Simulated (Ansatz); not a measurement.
GePPd₃: from a trial structure to a relaxed crystal

Theory: DFT PBE, scalar-relativistic, plane waves, PAW in Ansatz 0.2.0. Cutoff 420 eV, Γ-centred k mesh, Gaussian smearing, no spin polarisation in the final step.

GePPd₃ was placed on the cubic perovskite structure type (Pm-3m, No. 221), with P in place of Sr, Ge in place of Ti, Pd in place of O, at a guessed volume.

```yaml
crystal:
  lattice:
    - [4.19208, 0.00000, 0.00000]
    - [0.00000, 4.19208, 0.00000]
    - [0.00000, 0.00000, 4.19208]
  atoms:
    - { symbol: Ge, position: [0.50000, 0.50000, 0.50000] }
    - { symbol: P, position: [0.00000, 0.00000, 0.00000] }
    - { symbol: Pd, position: [0.00000, 0.50000, 0.50000] }
    - { symbol: Pd, position: [0.50000, 0.00000, 0.50000] }
    - { symbol: Pd, position: [0.50000, 0.50000, 0.00000] }
```

Cell and atoms relax at zero pressure; the relaxation can't lower the symmetry of the start. After a coarse first stage the cell is made exact in the group found at 0.06 Å.

Energies over the elements count from the elements' standard structures at the same level, with no empirical corrections.

**Question.** What does it relax into?

**Answer.** It keeps Pm-3m (No. 221). The result still has the cubic perovskite structure. Conventional cell: a = 4.609 Å. Around Ge lie 6 Pd at 2.30 Å; around P lie 12 Pd at 3.26 Å; Pd has 2 Ge at 2.30 Å.

```xyz
5
Lattice="4.6092 0.0000 0.0000 0.0000 4.6092 0.0000 0.0000 0.0000 4.6092" Properties=species:S:1:pos:R:3 pbc="T T T"
Ge    2.3046    2.3046    2.3046
P     0.0000    0.0000    0.0000
Pd    0.0000    2.3046    2.3046
Pd    2.3046    0.0000    2.3046
Pd    2.3046    2.3046    0.0000
```

**Question.** What are its volume, energy, density and gap?

**Answer.** The volume per atom is 19.58 Å³ and the density is 7.17 g/cm³. The energy over the elements is 0.43 eV/atom and the gap on the 8×8×8 mesh is 0 eV (a metal).

The final run used a 8×8×8 mesh on its 5-atom cell and 0.10 eV smearing. For metals, differences of a few meV/atom aren't resolved. A structure relaxed within its symmetry needn't be a true minimum. The steps took roughly 50 core-seconds in all.

Cost: 3 runs of about 0.79 core-minutes in all, on Arm Neoverse V1 (shared hosts).